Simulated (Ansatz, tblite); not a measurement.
# The cluster Hg2O2−: a ladder of methods and basis sets

How do method and basis change the picture of the cluster Hg2O2− (doublet)?

Computed with Ansatz 0.2.0, Gaussian basis. Level: as each input shows.

Plan: GFN1-xTB, GFN2-xTB, PBE-D4/def2-TZVPD, r2SCAN-D4/def2-TZVPD, r2SCAN0-D4/def2-TZVPD, B2PLYP/def2-TZVPD, B97M-V/def2-TZVPD, PBE-QIDH/def2-TZVPD, HSE06-D4/def2-TZVPD, PBE+5HF/def2-TZVPD, PBE+10HF/def2-TZVPD, PBE+15HF/def2-TZVPD, PBE+35HF/def2-TZVPD, PBE+50HF/def2-TZVPD, PBE-D4/def2-SVPD, PBE0-D4/def2-SVPD, CCSD(T)/def2-SVPD, MP2/def2-TZVPD, RPA/def2-TZVPD.

1 further run of the same task is left out (set aside as unsound or not needed). Runs told in other sessions of the task aren't counted.

### 1 The geometry

The geometry is that of the doublet, from an earlier relaxation (r2SCAN-D4/def2-TZVPD). At that level it is the lowest of the isomers that a small search found.

4 atoms, charge -1, spin multiplicity 2.

Bond lengths: O3–O4 1.325 Å.

Hg takes a core potential in the def2 sets. No spin-orbit coupling is included. The ion is computed in the gas phase, without counter-ions or solvent.

PBE0-D4/def2-TZVPD was run before; its log isn't repeated, and its numbers join the tables.

### 2 GFN1-xTB

Tight binding, by tblite at 300 K electronic temperature and without a spin-polarisation term:

```python
tblite.interface.Calculator('GFN1-xTB', numbers, positions, charge=-1, uhf=1).singlepoint()
```

Energy -307.3007 eV; 0.002 s.

### 3 GFN2-xTB

Tight binding, by tblite at 300 K electronic temperature and without a spin-polarisation term:

```python
tblite.interface.Calculator('GFN2-xTB', numbers, positions, charge=-1, uhf=1).singlepoint()
```

Energy -270.1804 eV; 0.002 s.

### 4 PBE-D4/def2-TZVPD

start.molden holds the orbitals of an earlier run on this state, given as this run's starting guess.

Input file in.yaml:

```yaml
crystal:
  periodic: [false, false, false]
  atoms:
    - {symbol: Hg, position_ang: [-0.853499, -1.897328, -0.713076]}
    - {symbol: Hg, position_ang: [0.127607, -0.067358, 1.899216]}
    - {symbol: O, position_ang: [0.224768, 1.527366, -0.242258]}
    - {symbol: O, position_ang: [0.501124, 0.437331, -0.943882]}
basis:
  gaussian: {orbitals: def2-TZVPD, initial_orbitals: start.molden}
total_charge: -1
magnetization: {spin_polarized: true, initial_magnetization: 1}
hamiltonian: {xc: pbe, dispersion: d4}
scf: {omitted_lower_state_checks: [starts]}
output: {forces: true, orbitals: {seedname: orbitals}}
```

Started as:

```
> ansatz run in.yaml --threads 4 --pin off --events-out ev --progress --plain --max-ram 3916MiB
```

After this run come: r2SCAN-D4/def2-TZVPD; r2SCAN0-D4/def2-TZVPD; B2PLYP/def2-TZVPD; B97M-V/def2-TZVPD; PBE-QIDH/def2-TZVPD; HSE06-D4/def2-TZVPD; PBE+5HF/def2-TZVPD; PBE+10HF/def2-TZVPD; PBE+15HF/def2-TZVPD; PBE+35HF/def2-TZVPD; PBE+50HF/def2-TZVPD; PBE-D4/def2-SVPD; PBE0-D4/def2-SVPD; CCSD(T)/def2-SVPD; MP2/def2-TZVPD; RPA/def2-TZVPD.

Q: Predict the results of all the runs planned. Wanted: gap in def2-TZVPD, named functionals, smallest and largest; gap over the share of exact exchange; correlation energy, CCSD(T)/def2-SVPD; correlation energy, MP2/def2-TZVPD; ⟨S²⟩ in def2-TZVPD, named functionals, smallest and largest; PBE0 total energy, smallest basis above largest.

The runs gave:

| quantity | value |
| --- | --- |
| gap in def2-TZVPD, named functionals, smallest and largest | 0.48 eV (PBE-D4), 3.22 eV (r2SCAN0-D4) |
| gap over the share of exact exchange | 0.48 eV at 0, 4.79 eV at 0.5 |
| correlation energy, CCSD(T)/def2-SVPD | -31.27 eV |
| correlation energy, MP2/def2-TZVPD | -37.89 eV |
| ⟨S²⟩ in def2-TZVPD, named functionals, smallest and largest | 0.759, 0.765 |
| PBE0 total energy, smallest basis above largest | 4.94 eV (def2-SVPD, def2-TZVPD) |

**Reading.** Over the named functionals in def2-TZVPD the gap runs from 0.48 eV (PBE-D4) to 3.22 eV (r2SCAN0-D4); exact exchange widens it. Raising the share of exact exchange from 0 to 0.5 moves the HOMO by -2.61 eV and the LUMO by +1.70 eV. Over the named functionals in def2-TZVPD spin contamination reaches 0.01 (r2SCAN0-D4), which is small. PBE-D4, r2SCAN-D4, B97M-V, HSE06-D4 put the HOMO above zero; others here keep it below zero, so the sign hangs on the functional's self-interaction and doesn't show that the species is unbound.
